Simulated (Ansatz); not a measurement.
H2S2Si, SMILES S[Si]S, an active-space calculation

Run with Ansatz 0.2.0 through its Python package.

`run_cas.py`
```python
"""Active-space calculation on H2S2Si."""

import ansatz as az
from ase import Atoms

atoms = Atoms(["S", "Si", "S", "H", "H"], positions=[
    [-0.7076, -1.1035, -0.5632],
    [-0.5832, 0.9152, 0.2385],
    [1.4468, 1.1762, 0.7605],
    [-1.9958, -1.0126, -0.8418],
    [1.8897, -0.0489, 0.3646],
])
geometry = az.Crystal.molecule_from_ase(atoms)

model = (
    geometry.calculation()
    .basis(gaussian="def2-SVP")
    .correlation(active_electrons=6, active_orbitals=6)
)
for method in [None]:
    r = (model if method is None else model.correlation(method)).run().report
    space = r["configurations"]
    state = space["states"][0]
    print(method or "casscf", f"total {r['free_energy_ev'] / 27.211386246:.6f} Ha, active-space state {state['energy']['hartree']:.6f} Ha, mean field {r['reference_energy_ev'] / 27.211386246:.6f} Ha")
    print("  determinants", state["n_determinants"], " natural occupations", [round(n, 3) for n in space["natural_occupations"]])
print("effectively unpaired electrons, sum of min(n, 2 - n):", round(sum(min(n, 2 - n) for n in space["natural_occupations"]), 3))
```

Running `python run_cas.py` prints:
```text
casscf total -1084.887347 Ha, active-space state -1084.887347 Ha, mean field -1084.841310 Ha
  determinants 400  natural occupations [1.981, 1.98, 1.974, 0.029, 0.019, 0.018]
effectively unpaired electrons, sum of min(n, 2 - n): 0.131
```

Reading the output:
- Total energies depend on the basis set; only differences at equal settings carry meaning.
- The geometry is a force-field or estimated start, not a minimum of this method, and the basis set is short of its limit. The active space starts as a window about the frontier orbitals and is then optimised, not chosen by chemistry.
- The whole script took 51 s on 1 thread of Intel(R) Xeon(R) Processor @ 2.50GHz (Skylake/Cascade Lake) (shared host), peak memory 0.22 GiB.

(Lines on the test bed's own set-up are left out of the output.)
